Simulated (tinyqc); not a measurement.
CCD on RHF in the sto-3g basis, frozen core, for H2O, spin multiplicity 1, step by step (part 1 of 2). Computed by tinyqc, a small Python program that keeps every step (integrals from PySCF). Settings: charge = 0, multiplicity = 1, basis = sto-3g, method = RHF, frozen orbitals = 1, energy threshold = 1e-10, iteration cap = 55, orthogonalisation = symmetric, start = core, DIIS depth = 6, amplitude equations = CCD, DIIS depth for amplitudes = 0, cap on updates = 67. Command: `OMP_NUM_THREADS=1 python tinyqc.py 24342 24343 out.jsonl` (the two numbers bound the seeds that draw the settings). One thread of a shared host (Intel(R) Xeon(R) Processor @ 2.60GHz), about 0.1 s of CPU time with the checks. Later iterations appear only in the table of the cycle.

## One-electron integrals

Geometry (angstrom):
```
atom         x          y         z
O     0.000000   0.000000  0.000000
H     0.000000   0.791000  0.749000
H     0.000000  -0.765000  0.724000
```

Basis sto-3g: exponents (1/bohr^2) and contraction coefficients of normalised primitives:
```
element  l (shell)    exponent  coefficient
O            s (1)  130.709320     0.154329
O            s (1)   23.808861     0.535328
O            s (1)    6.443608     0.444635
O            s (2)    5.033151    -0.099967
O            s (2)    1.169596     0.399513
O            s (2)    0.380389     0.700115
O            p (3)    5.033151     0.155916
O            p (3)    1.169596     0.607684
O            p (3)    0.380389     0.391957
H            s (1)    3.425251     0.154329
H            s (1)    0.623914     0.535328
H            s (1)    0.168855     0.444635
```

Overlap, kinetic and nuclear-attraction integrals over the contracted functions; the nuclear repulsion is the sum of Za Zb / Rab.

nuclear repulsion = 8.24550038 hartree

overlap S, lower triangle:
```
           1O 1s     1O 2s    1O 2px     1O 2py    1O 2pz     2H 1s     3H 1s
1O 1s   1.000000
1O 2s   0.236704  1.000000
1O 2px  0.000000  0.000000  1.000000
1O 2py  0.000000  0.000000  0.000000   1.000000
1O 2pz  0.000000  0.000000  0.000000   0.000000  1.000000
2H 1s   0.039392  0.392381  0.000000   0.250314  0.237023  1.000000
3H 1s   0.042931  0.413982  0.000000  -0.260327  0.246374  0.236783  1.000000
```

kinetic energy T (hartree), lower triangle:
```
            1O 1s     1O 2s    1O 2px     1O 2py    1O 2pz     2H 1s     3H 1s
1O 1s   29.003200
1O 2s   -0.168011  0.808128
1O 2px   0.000000  0.000000  2.528731
1O 2py   0.000000  0.000000  0.000000   2.528731
1O 2pz   0.000000  0.000000  0.000000   0.000000  2.528731
2H 1s   -0.008227  0.074164  0.000000   0.140191  0.132747  0.760032
3H 1s   -0.007320  0.087296  0.000000  -0.156749  0.148348  0.005289  0.760032
```

nuclear attraction V (hartree), lower triangle:
```
             1O 1s       1O 2s     1O 2px     1O 2py     1O 2pz      2H 1s      3H 1s
1O 1s   -61.606637
1O 2s    -7.416986  -10.033821
1O 2px    0.000000    0.000000  -9.896482
1O 2py    0.000609    0.006552   0.000000  -9.997831
1O 2pz   -0.017054   -0.207174   0.000000   0.003954  -9.987304
2H 1s    -1.264821   -3.050502   0.000000  -1.708781  -1.683080  -5.367747
3H 1s    -1.379901   -3.253273   0.000000   1.804691  -1.774023  -1.389086  -5.484676
```

core Hamiltonian H = T + V (hartree), lower triangle:
```
             1O 1s      1O 2s     1O 2px     1O 2py     1O 2pz      2H 1s      3H 1s
1O 1s   -32.603437
1O 2s    -7.584997  -9.225693
1O 2px    0.000000   0.000000  -7.367751
1O 2py    0.000609   0.006552   0.000000  -7.469099
1O 2pz   -0.017054  -0.207174   0.000000   0.003954  -7.458573
2H 1s    -1.273048  -2.976339   0.000000  -1.568591  -1.550333  -4.607715
3H 1s    -1.387221  -3.165977   0.000000   1.647942  -1.625675  -1.383797  -4.724645
```

## Two-electron integrals

Functions are numbered as in S; the eight-fold symmetry (ij|kl) = (ji|kl) = (kl|ij) leaves the list below.

Two-electron integrals (ij|kl) in chemists' order, unique and non-zero (hartree):
```
(11|11) 4.785065    (21|11) 0.741380    (21|21) 0.136873    (22|11) 1.118947
(22|21) 0.256633    (22|22) 0.817206    (31|31) 0.024477    (32|31) 0.037809
(32|32) 0.180518    (33|11) 1.115814    (33|21) 0.256684    (33|22) 0.817023
(33|33) 0.880159    (41|41) 0.024477    (42|41) 0.037809    (42|42) 0.180518
(43|43) 0.047444    (44|11) 1.115814    (44|21) 0.256684    (44|22) 0.817023
(44|33) 0.785270    (44|44) 0.880159    (51|51) 0.024477    (52|51) 0.037809
(52|52) 0.180518    (53|53) 0.047444    (54|54) 0.047444    (55|11) 1.115814
(55|21) 0.256684    (55|22) 0.817023    (55|33) 0.785270    (55|44) 0.785270
(55|55) 0.880159    (61|11) 0.124941    (61|21) 0.022886    (61|22) 0.042682
(61|33) 0.042598    (61|41) 0.000764    (61|42) 0.001437    (61|44) 0.042734
(61|51) 0.000724    (61|52) 0.001361    (61|54) 0.000129    (61|55) 0.042720
(61|61) 0.003876    (62|11) 0.319454    (62|21) 0.074254    (62|22) 0.263676
(62|33) 0.259075    (62|41) 0.004056    (62|42) 0.031643    (62|44) 0.266216
(62|51) 0.003840    (62|52) 0.029963    (62|54) 0.006761    (62|55) 0.265478
(62|61) 0.012675    (62|62) 0.107422    (63|31) 0.007579    (63|32) 0.044810
(63|43) 0.006487    (63|53) 0.006142    (63|63) 0.014905    (64|11) 0.171844
(64|21) 0.040443    (64|22) 0.153320    (64|33) 0.146445    (64|41) 0.009507
(64|42) 0.062124    (64|44) 0.163361    (64|51) 0.001825    (64|52) 0.016395
(64|54) 0.009875    (64|55) 0.149980    (64|61) 0.007192    (64|62) 0.075900
(64|64) 0.067912    (65|11) 0.162719    (65|21) 0.038295    (65|22) 0.145179
(65|33) 0.138670    (65|41) 0.001825    (65|42) 0.016395    (65|44) 0.142402
(65|51) 0.009307    (65|52) 0.060334    (65|54) 0.010021    (65|55) 0.154301
(65|61) 0.006811    (65|62) 0.071870    (65|64) 0.050192    (65|65) 0.062432
(66|11) 0.474877    (66|21) 0.112163    (66|22) 0.458091    (66|33) 0.439975
(66|41) 0.007588    (66|42) 0.082730    (66|44) 0.468327    (66|51) 0.007185
(66|52) 0.078337    (66|54) 0.026846    (66|55) 0.465396    (66|61) 0.019291
(66|62) 0.240275    (66|64) 0.193722    (66|65) 0.183436    (66|66) 0.774606
(71|11) 0.136275    (71|21) 0.024956    (71|22) 0.046521    (71|33) 0.046430
(71|41) -0.000836   (71|42) -0.001569   (71|44) 0.046578    (71|51) 0.000791
(71|52) 0.001485    (71|54) -0.000139   (71|55) 0.046562    (71|61) 0.004171
(71|62) 0.013439    (71|64) 0.006995    (71|65) 0.007227    (71|66) 0.020291
(71|71) 0.004609    (72|11) 0.340906    (72|21) 0.079209    (72|22) 0.280391
(72|33) 0.275552    (72|41) -0.004326   (72|42) -0.033439   (72|44) 0.283067
(72|51) 0.004094    (72|52) 0.031647    (72|54) -0.007112   (72|55) 0.282283
(72|61) 0.013153    (72|62) 0.093648    (72|64) 0.045638    (72|65) 0.060943
(72|66) 0.172357    (72|71) 0.014736    (72|72) 0.120418    (73|31) 0.008173
(73|32) 0.047997    (73|43) -0.006896   (73|53) 0.006527    (73|63) 0.012691
(73|73) 0.016905    (74|11) -0.181220   (74|21) -0.042640   (74|22) -0.161154
(74|33) -0.153889   (74|41) 0.010209    (74|42) 0.066130    (74|44) -0.171807
(74|51) -0.001927   (74|52) -0.017162   (74|54) 0.010431    (74|55) -0.157584
(74|61) -0.006760   (74|62) -0.044877   (74|64) -0.009590   (74|65) -0.028589
(74|66) -0.073513   (74|71) -0.008273   (74|72) -0.084080   (74|74) 0.074931
(75|11) 0.171508    (75|21) 0.040355    (75|22) 0.152517    (75|33) 0.145641
(75|41) -0.001927   (75|42) -0.017162   (75|44) 0.149545    (75|51) 0.009997
(75|52) 0.064239    (75|54) -0.010591   (75|55) 0.162192    (75|61) 0.006994
(75|62) 0.060437    (75|64) 0.028800    (75|65) 0.051438    (75|66) 0.121854
(75|71) 0.007830    (75|72) 0.079574    (75|74) -0.054916   (75|75) 0.068878
(76|11) 0.135594    (76|21) 0.031850    (76|22) 0.123964    (76|33) 0.120714
(76|41) 0.000017    (76|42) 0.000216    (76|44) 0.122743    (76|51) 0.002480
(76|52) 0.023541    (76|54) 0.000064    (76|55) 0.128297    (76|61) 0.005398
(76|62) 0.051839    (76|64) 0.031737    (76|65) 0.038942    (76|66) 0.124957
(76|71) 0.005881    (76|72) 0.054527    (76|74) -0.032741   (76|75) 0.040541
(76|76) 0.031434    (77|11) 0.489418    (77|21) 0.115559    (77|22) 0.469945
(77|33) 0.451144    (77|41) -0.007976   (77|42) -0.085666   (77|44) 0.480586
(77|51) 0.007549    (77|52) 0.081075    (77|54) -0.027864   (77|55) 0.477515
(77|61) 0.019180    (77|62) 0.166279    (77|64) 0.072012    (77|65) 0.118678
(77|66) 0.334478    (77|71) 0.021675    (77|72) 0.257240    (77|74) -0.204980
(77|75) 0.193994    (77|76) 0.124957    (77|77) 0.774606
```

## Orthogonalisation

S = U s U^T; symmetric (Loewdin) form X = U s^(-1/2) U^T, so that X^T S X = 1.

eigenvalues of S: 0.415228  0.503339  0.877677  1.000000  1.110375  1.261415  1.831966

X, lower triangle:
```
            1O 1s      1O 2s    1O 2px     1O 2py     1O 2pz      2H 1s     3H 1s
1O 1s    1.023706
1O 2s   -0.137700   1.169532
1O 2px   0.000000   0.000000  1.000000
1O 2py   0.000463  -0.006166  0.000000   1.069951
1O 2pz  -0.008759   0.086494  0.000000  -0.003141   1.050687
2H 1s    0.018678  -0.220244  0.000000  -0.170675  -0.130762   1.138081
3H 1s    0.019701  -0.241253  0.000000   0.180043  -0.140730  -0.086167  1.155040
```

## Starting guess

The start is the orbitals of the core Hamiltonian; D = 2 C_occ C_occ^T.

D at the start, lower triangle:
```
            1O 1s      1O 2s    1O 2px     1O 2py     1O 2pz     2H 1s     3H 1s
1O 1s    2.130628
1O 2s   -0.575295   2.529151
1O 2px   0.000000   0.000000  2.000000
1O 2py   0.002713  -0.018421  0.000000   2.238208
1O 2pz  -0.046067   0.270329  0.000000  -0.010234   2.173282
2H 1s    0.066377  -0.288351  0.000000  -0.280513  -0.218954  0.085254
3H 1s    0.071636  -0.312665  0.000000   0.297010  -0.233407  0.015979  0.095918
```

## Iteration 1: building the Fock matrix

J_ij = sum D_kl (ij|kl), K_ij = sum D_kl (ik|jl); F = H + J - 0.5 K; E = tr D H + tr D J / 2 - 0.25 tr D K + E_nn.

Coulomb J (hartree), lower triangle:
```
            1O 1s      1O 2s    1O 2px     1O 2py    1O 2pz     2H 1s     3H 1s
1O 1s   18.701275
1O 2s    3.569209   8.850457
1O 2px   0.000000   0.000000  8.845893
1O 2py  -0.000199   0.000287  0.000000   8.841433
1O 2pz   0.004125  -0.003155  0.000000   0.000404  8.840659
2H 1s    0.597058   2.759857  0.000000   1.572967  1.486336  4.590721
3H 1s    0.650975   2.936872  0.000000  -1.653674  1.562128  1.261220  4.711917
```

exchange K (hartree), lower triangle:
```
            1O 1s     1O 2s    1O 2px     1O 2py    1O 2pz     2H 1s     3H 1s
1O 1s    9.851882
1O 2s    1.721701  2.872574
1O 2px   0.000000  0.000000  2.370974
1O 2py  -0.000079  0.000145  0.000000   2.368501
1O 2pz   0.001560  0.003770  0.000000   0.000755  2.365201
2H 1s    0.304051  0.776258  0.000000   0.331996  0.311254  0.334359
3H 1s    0.330911  0.829135  0.000000  -0.349616  0.328794  0.227602  0.375958
```

Fock matrix F (hartree), lower triangle:
```
             1O 1s      1O 2s    1O 2px     1O 2py     1O 2pz      2H 1s      3H 1s
1O 1s   -18.828103
1O 2s    -4.876638  -1.811523
1O 2px    0.000000   0.000000  0.292655
1O 2py    0.000450   0.006766  0.000000   0.188082
1O 2pz   -0.013708  -0.212213  0.000000   0.003981   0.199486
2H 1s    -0.828015  -0.604611  0.000000  -0.161621  -0.219624  -0.184174
3H 1s    -0.901702  -0.643672  0.000000   0.169076  -0.227944  -0.236378  -0.200707
```

total energy of this density = -73.25801187 hartree

## Iteration 1: diagonalisation and new density

Diagonalise F' = X^T F X, C = X C', fill 5 alpha and 5 beta electrons from the bottom; D = 2 C_occ C_occ^T. Each column has its largest component positive (the first on a tie).

F' = X^T F X (hartree), lower triangle:
```
            1          2         3          4          5          6         7
1  -18.452687
2   -2.633545  -0.768532
3    0.000000   0.000000  0.292655
4    0.000779  -0.002817  0.000000   0.342134
5   -0.024715  -0.065747  0.000000  -0.002127   0.311443
6   -0.103852  -0.312399  0.000000  -0.266505  -0.225388   0.123781
7   -0.122983  -0.341199  0.000000   0.279749  -0.240878  -0.087134  0.145936
```

orbital energies (hartree): MO1 -18.839325, MO2 -0.705950, MO3 -0.108859, MO4 0.098950, MO5 0.292655, MO6 0.580206, MO7 0.677053

coefficients C:
```
              MO1        MO2        MO3        MO4       MO5        MO6        MO7
1O 1s    0.993293  -0.220720   0.000584  -0.157756  0.000000  -0.084075   0.021075
1O 2s    0.029015   0.776719  -0.000164   0.763770  0.000000   0.541708  -0.141670
1O 2px   0.000000   0.000000   0.000000   0.000000  1.000000   0.000000   0.000000
1O 2py  -0.000193  -0.006577   0.507230   0.019774  0.000000   0.194411   0.954399
1O 2pz   0.003608   0.202539   0.002885  -0.534461  0.000000   0.888293  -0.180715
2H 1s   -0.005430   0.197273   0.565488  -0.428197  0.000000  -0.745432  -0.547717
3H 1s   -0.005860   0.208060  -0.530362  -0.433921  0.000000  -0.498782   0.831069
```

D after iteration 1, lower triangle:
```
            1O 1s      1O 2s    1O 2px     1O 2py    1O 2pz      2H 1s     3H 1s
1O 1s    2.120472
1O 2s   -0.526213   2.374957
1O 2px   0.000000   0.000000  2.000000
1O 2py  -0.003127   0.019811  0.000000   0.515433
1O 2pz   0.086391  -0.501570  0.000000  -0.020875  0.653384
2H 1s    0.037889  -0.348137  0.000000   0.554137  0.540844   1.084151
3H 1s    0.032801  -0.339791  0.000000  -0.557926  0.545006  -0.146066  1.025789
```

## Iteration 8 (converged): orbitals

converged F (hartree), lower triangle:
```
             1O 1s      1O 2s     1O 2px     1O 2py     1O 2pz      2H 1s      3H 1s
1O 1s   -20.261355
1O 2s    -5.165301  -2.423790
1O 2px    0.000000   0.000000  -0.394179
1O 2py    0.000657   0.006955   0.000000  -0.247747
1O 2pz   -0.026382  -0.091999   0.000000   0.008602  -0.292744
2H 1s    -0.875633  -0.821040   0.000000  -0.337775  -0.361488  -0.436517
3H 1s    -0.953548  -0.872123   0.000000   0.348881  -0.372271  -0.322284  -0.473213
```

As before.

F' = X^T F X (hartree), lower triangle:
```
            1          2          3          4          5          6          7
1  -19.886164
2   -2.685713  -1.310944
3    0.000000   0.000000  -0.394179
4    0.001009  -0.004368   0.000000  -0.034089
5   -0.056560   0.111110   0.000000   0.001564  -0.135132
6   -0.103120  -0.402257   0.000000  -0.392784  -0.323164  -0.019305
7   -0.122900  -0.433872   0.000000   0.404958  -0.337803  -0.096503  -0.011883
```

orbital energies (hartree): MO1 -20.269692, MO2 -1.228944, MO3 -0.543681, MO4 -0.463823, MO5 -0.394179, MO6 0.514598, MO7 0.594025

coefficients C:
```
              MO1        MO2        MO3        MO4       MO5        MO6        MO7
1O 1s    0.994404  -0.237172  -0.008703   0.100902  0.000000   0.108374   0.025643
1O 2s    0.024382   0.873437   0.045846  -0.515354  0.000000  -0.664861  -0.166668
1O 2px   0.000000   0.000000   0.000000   0.000000  1.000000   0.000000   0.000000
1O 2py  -0.000180  -0.007103   0.626861   0.033697  0.000000  -0.183365   0.882398
1O 2pz   0.003576   0.101085  -0.040491   0.718363  0.000000  -0.769310  -0.169298
2H 1s   -0.004545   0.140590   0.440159   0.356762  0.000000   0.839548  -0.593373
3H 1s   -0.004926   0.152649  -0.466377   0.303075  0.000000   0.544906   0.907051
```

D after iteration 8, lower triangle:
```
            1O 1s      1O 2s    1O 2px     1O 2py    1O 2pz      2H 1s     3H 1s
1O 1s    2.110693
1O 2s   -0.470618   2.062356
1O 2px   0.000000   0.000000  2.000000
1O 2py  -0.001099   0.010331  0.000000   0.788282
1O 2pz   0.104836  -0.567377  0.000000  -0.003788  1.055831
2H 1s   -0.011393  -0.081986  0.000000   0.573885  0.505314   0.681609
3H 1s   -0.012925  -0.088727  0.000000  -0.566448  0.504030  -0.151342  0.665376
```

## Convergence

Stop when the energy changes by less than 1e-10 hartree and every element of the error matrix X^T (F D S - S D F) X is below 3e-06.

Course of the cycle:
```
iteration   E (hartree)     change  largest element of the error matrix
1          -73.25801187          -                             5.64e-01
2          -74.83653913  -1.58e+00                             2.66e-01
3          -74.94879886  -1.12e-01                             4.82e-02
4          -74.95144981  -2.65e-03                             8.36e-03
5          -74.95156694  -1.17e-04                             2.26e-03
6          -74.95158362  -1.67e-05                             3.09e-04
7          -74.95158380  -1.80e-07                             6.03e-06
8          -74.95158380  -9.78e-11                             5.74e-07
```

PySCF RHF in the same basis = -74.95158380 hartree

Converged in 8 iterations.

## Populations, bond orders and dipole

Mulliken: Z minus the diagonal of D S on the atom; Loewdin: the same with S^(1/2) D S^(1/2); Mayer order: 2 sum_s sum (D(s) S)_ij (D(s) S)_ji over the two atoms.

Charges (e):
```
atom   Mulliken    Loewdin
1O    -0.259526  -0.187730
2H     0.123422   0.090072
3H     0.136104   0.097657
```

Mayer bond orders:
```
pair     order
2-1   0.982232
3-1   0.978941
3-2   0.002535
```

dipole moment about the origin, x y z (debye): 0.000000  -0.028366  1.625400

## Integrals over molecular orbitals

(pq|rs) = sum C_ip C_jq C_kr C_ls (ij|kl), one index at a time.

one-electron integrals over orbitals h = C^T H C (hartree), lower triangle:
```
            1          2          3          4          5          6          7
1  -32.586727
2    0.563419  -7.587170
3    0.020072  -0.030600  -6.135889
4   -0.228340   0.525406   0.063109  -6.619226
5    0.000000   0.000000   0.000000   0.000000  -7.367751
6   -0.246989   1.215710   0.317663   1.290083   0.000000  -5.416049
7   -0.058330   0.290668  -1.687996   0.160674   0.000000   0.009350  -5.465725
```

Two-electron integrals over orbitals (pq|rs), unique and non-zero (hartree); the lowest 1 orbital is frozen and left out:
```
(22|22) 0.725471    (32|22) -0.002836   (32|32) 0.133596    (33|22) 0.629367
(33|32) 0.000053    (33|33) 0.609733    (42|22) -0.017462   (42|32) -0.001335
(42|33) 0.002512    (42|42) 0.127992    (43|22) -0.005375   (43|32) 0.022736
(43|33) -0.005082   (43|42) 0.008254    (43|43) 0.055047    (44|22) 0.656218
(44|32) 0.008491    (44|33) 0.575500    (44|42) -0.092729   (44|43) -0.004787
(44|44) 0.705017    (52|52) 0.148233    (53|52) 0.004067    (53|53) 0.027831
(54|52) -0.047291   (54|53) -0.002178   (54|54) 0.050573    (55|22) 0.751552
(55|32) 0.005228    (55|33) 0.615342    (55|42) -0.082076   (55|43) -0.008512
(55|44) 0.690763    (55|55) 0.880159    (62|22) -0.132220   (62|32) -0.010561
(62|33) -0.072875   (62|42) -0.028517   (62|43) 0.006373    (62|44) -0.059367
(62|55) -0.140413   (62|62) 0.096615    (63|22) -0.029805   (63|32) 0.027210
(63|33) -0.020601   (63|42) 0.015193    (63|43) 0.032647    (63|44) -0.019339
(63|55) -0.036842   (63|62) 0.018300    (63|63) 0.068041    (64|22) -0.119079
(64|32) 0.013612    (64|33) -0.051531   (64|42) 0.057176    (64|43) 0.010825
(64|44) -0.129769   (64|55) -0.145971   (64|62) 0.054248    (64|63) 0.030860
(64|64) 0.100950    (65|52) -0.049990   (65|53) -0.005407   (65|54) -0.004534
(65|65) 0.034964    (66|22) 0.608678    (66|32) 0.031414    (66|33) 0.561051
(66|42) 0.045016    (66|43) 0.023129    (66|44) 0.557528    (66|55) 0.591729
(66|62) -0.094994   (66|63) 0.013406    (66|64) -0.046530   (66|66) 0.610749
(72|22) -0.031749   (72|32) 0.047631    (72|33) -0.011857   (72|42) -0.000991
(72|43) -0.033964   (72|44) -0.019177   (72|55) -0.033652   (72|62) 0.007864
(72|63) -0.028251   (72|64) 0.014733    (72|66) -0.024524   (72|72) 0.067009
(73|22) 0.148889    (73|32) 0.015963    (73|33) 0.088044    (73|42) -0.082413
(73|43) 0.001272    (73|44) 0.135920    (73|55) 0.193760    (73|62) -0.064544
(73|63) -0.014223   (73|64) -0.096149   (73|66) 0.051299    (73|72) -0.021811
(73|73) 0.159515    (74|22) -0.012708   (74|32) -0.075149   (74|33) -0.006172
(74|42) 0.002858    (74|43) -0.009961   (74|44) -0.019725   (74|55) -0.017762
(74|62) 0.011877    (74|63) -0.044569   (74|64) -0.003837   (74|66) -0.031885
(74|72) -0.012664   (74|73) -0.025030   (74|74) 0.071875    (75|52) -0.011869
(75|53) 0.022990    (75|54) 0.000781    (75|65) 0.002552    (75|75) 0.024402
(76|22) 0.004635    (76|32) -0.077747   (76|33) -0.001331   (76|42) 0.008897
(76|43) -0.052971   (76|44) -0.010128   (76|55) -0.000764   (76|62) -0.008754
(76|63) -0.049468   (76|64) -0.016843   (76|66) -0.031765   (76|72) 0.007242
(76|73) -0.020466   (76|74) 0.053337    (76|76) 0.093651    (77|22) 0.608283
(77|32) -0.035609   (77|33) 0.590333    (77|42) -0.011319   (77|43) -0.024306
(77|44) 0.573832    (77|55) 0.603549    (77|62) -0.060670   (77|63) -0.038735
(77|64) -0.051928   (77|66) 0.543646    (77|72) -0.011234   (77|73) 0.073625
(77|74) 0.020490    (77|76) 0.034560    (77|77) 0.611228
```
